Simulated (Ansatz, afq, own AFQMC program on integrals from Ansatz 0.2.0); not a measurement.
# Breaking Se1–H2 in H2Se, singlet

```json
{"atom": "Se", "x (Å)": "0.5611", "y (Å)": "-0.2749", "z (Å)": "0.2804"}
{"atom": "H", "x (Å)": "0.0461", "y (Å)": "1.0947", "z (Å)": "0.1446"}
{"atom": "H", "x (Å)": "-0.6073", "y (Å)": "-0.8198", "z (Å)": "-0.4250"}
```

Products: HSe (doublet) and H (doublet), each relaxed with PBE0/def2-SVP like the molecule; electronic energies without zero-point terms. Determinants: RHF, UHF and UHF in that order.

Basis def2-TZVP. Noble-gas cores (and the filled d shells of Ga–Kr and In–Xe) are frozen. AFQMC by an in-house program on the Cholesky factors that Ansatz 0.2.0 writes for its CCSD(T) run. ph-AFQMC/CISD is guided by a CISD state made of CCSD amplitudes; releasing the constraint for a short imaginary time cuts its bias at the price of noise, slowly where states lie close. Error bars are statistical, one sigma. No spin–orbit coupling. The errors of all members are added in quadrature.

No full CI on the walks' own integrals is used here; CCSDT(Q) serves as the reference and is uncertain by about the last step of the cluster series. Each member takes its own surest rung, up to full CI.

The best estimate is CCSD(T) at the basis-set limit (CBS: def2-TZVPP and def2-QZVPP, with their diffuse functions for anions and beside diffuse sets, CCSD(T) itself extrapolated) plus the step from CCSD(T) to CCSDT(Q) in def2-TZVP. Rows without CBS are in def2-TZVP; B2PLYP and the wave-function rows carry a basis error of their own. Core correlation and relativity beyond core potentials are missing, and ± holds the sampling alone.

Cautions: inner d shell frozen; no relativity below Rb; no spin-orbit coupling.

Best estimate: 357.3 kJ/mol.

| level | bond energy (kJ/mol) | error against the best estimate (kJ/mol) |
| --- | --- | --- |
| HF | 246.6 | -110.7 |
| MP2 | 333.2 | -24.1 |
| CCSD | 336.8 | -20.6 |
| CCSD(T) | 340.4 | -17.0 |
| CCSDT | 340.2 | -17.1 |
| CCSDT(Q) | 340.5 | -16.8 |
| ph-AFQMC/CISD | 340.6 ± 0.3 | -16.7 ± 0.3 |
| released AFQMC | 340.6 ± 0.3 | -16.7 ± 0.3 |
| HF/CBS | 247.3 | -110.0 |
| MP2/CBS | 351.7 | -5.7 |
| CCSD(T)/CBS | 357.2 | -0.1 |
| PBE | 351.1 | -6.2 |
| r2SCAN | 351.6 | -5.7 |
| PBE0 | 346.8 | -10.6 |
| B3LYP | 350.7 | -6.6 |
| wB97M-V | 351.1 | -6.2 |
| B2PLYP | 345.4 | -11.9 |

Correlation beyond CCSD(T) changes it by less than 2 meV. Going to the basis-set limit adds 16.8 kJ/mol at CCSD(T). The perturbative (T) step is worth +3.6 kJ/mol.

Best estimates are given only where the step beyond CCSD(T) is under 0.3 eV and no member's determinant is very poor (T1 over 0.05, or 0.07 for open shells, ⟨S²⟩ too high by 0.3, two states mixed), so the hardest cases are missing from such tables.

The functionals ran in a triple-zeta set and keep a basis error of their own, a few kJ/mol for each bond in atomization energies and more for double hybrids, so close places among them and the extrapolated levels can swap.

CCSDT and higher add their correlation energy to the determinant of the CCSD(T) run, since their own runs factorise the integrals more tightly (a shift of under 2 meV). Each member of a difference takes its own highest rung, so a best estimate needn't equal the limit plus the step of one row. A walk keeps the symmetry of its determinant, which the program's search chose and which needn't be the lowest solution, so a lower state of the same spin and another symmetry isn't excluded. Released energies are given only where the last usable release times agree within the noise; a slower fall can still hide under it.
